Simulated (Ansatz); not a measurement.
Li₃H₂. The state is a doublet with charge 0. Geometry PBE-D4/def2-TZVP; atoms count from 1.

| atom | x (Å) | y (Å) | z (Å) |
| --- | --- | --- | --- |
| Li1 | 0.7822 | 1.2706 | -0.0657 |
| Li2 | -0.3761 | -0.6941 | -0.9354 |
| Li3 | -0.8728 | -1.2816 | 1.7026 |
| H4 | 0.4793 | 0.6644 | -1.6262 |
| H5 | -0.0125 | 0.0407 | 0.9247 |

Another isomer (doublet) lies 0.12 eV lower at PBE0-D4/def2-TZVP; other spin states weren't run for this one.

(1) Estimate the Mulliken populations from the PBE0/def2-TZVP orbitals of Ansatz.

(2) Where does the spin sit?

(3) And the Mayer bond orders between bonded heavy atoms (over 0.3)?

Results:

(1) 
```
atom  charge (e)  spin (α − β)
 Li1        0.63          0.00
 Li2        0.28          0.34
 Li3        0.24          0.65
  H4       -0.47          0.00
  H5       -0.67          0.00
```
Mulliken values and Mayer orders depend strongly on the basis.

(2) Summed by element: Li 1.00, H 0.00, of 1 unpaired in all. Largest on single atoms: Li3 0.65, Li2 0.34, H5 0.00.

(3) Li2–Li3 0.49 (2.75 Å).
